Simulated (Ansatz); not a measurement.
Predict the output of the script below (Ansatz 0.2.0 through its Python package).

The script, `cas.py`:
```python
# -*- coding: utf-8 -*-
import ansatz as az
from ase import Atoms

atoms = Atoms(["Si", "P", "H", "H", "H", "H"], positions=[
    (-1.0518, -0.164, 0.4022),
    (1.1308, 0.2043, 0.6041),
    (-1.7272, 1.1542, 0.3194),
    (-1.256, -0.8797, -0.8813),
    (1.5695, -1.0871, 0.2305),
    (1.3347, 0.7724, -0.6749),
])
mol = az.Crystal.molecule_from_ase(atoms)

job = mol.calculation()
job = job.basis(gaussian="cc-pVDZ")
job = job.charge(-1)
job = job.correlation(active_electrons=2, active_orbitals=3)
for method in ["sc_nevpt2"]:
    rep = (job if method is None else job.correlation(method)).run(threads=1).report
    space = rep["configurations"]
    state = space["states"][0]
    print(method or "casscf", f"total {rep['free_energy_ev'] / 27.211386246:.6f} Ha, active-space state {state['energy']['hartree']:.6f} Ha, mean field {rep['reference_energy_ev'] / 27.211386246:.6f} Ha")
    print("  determinants", state["n_determinants"], " natural occupations", [round(n, 3) for n in space["natural_occupations"]])
```

`python cas.py` gives:
```text
RunWarning: the results are in doubt because another end's mean lies 0.090 eV lower, and its corrected mean 0.073 eV higher
sc_nevpt2 total -632.188823 Ha, active-space state -631.967421 Ha, mean field -631.951252 Ha
  determinants 9  natural occupations [1.957, 0.022, 0.021]
```
(Warnings from the package without file and line.)

Total energies depend on the basis set; only differences at equal settings carry meaning. The geometry is a force-field or estimated start, not a minimum of this method, and the basis set is short of its limit. The active space starts as a window about the frontier orbitals and is then optimised, not chosen by chemistry. A lower CASSCF solution was found and passed over, so the printed active-space state isn't the lowest. Anions want diffuse functions, which this basis lacks. The whole script took 3.5 s on 1 thread of Arm Neoverse V1, with other jobs on the host, peak memory 0.18 GiB.

(Lines on the test bed's own set-up are left out of the output.)
